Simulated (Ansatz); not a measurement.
For Ga₂O₃ (C2/m, No. 12), PBE (Ansatz, an electronic-structure program, PAW) gives:

```
Quantity                              Value
---------------------------  --------------
equilibrium volume per atom   10.97 Å³/atom
enthalpy of formation        -1.822 eV/atom
```

**Question.** What does r²SCAN-D4 (Ansatz, PAW) give for the same quantities?

**Answer.** 
- equilibrium volume per atom: 10.41 Å³/atom (drops by 5.1 %)
- formation enthalpy: -2.140 eV/atom (moves by -0.318 eV/atom)

Changes are worked out from the printed values.

Unless a cell is named, each level is at its own relaxed cell (PBE 10.97, r²SCAN-D4 10.41 Å³/atom).

Caveats: the relaxation could not lower the start's symmetry, so the cell can be a saddle point above a distorted one (PBE, r²SCAN-D4). Ansatz's density-functional and Hartree–Fock values are scalar-relativistic unless marked +SOC, with PAW data made under PBE.
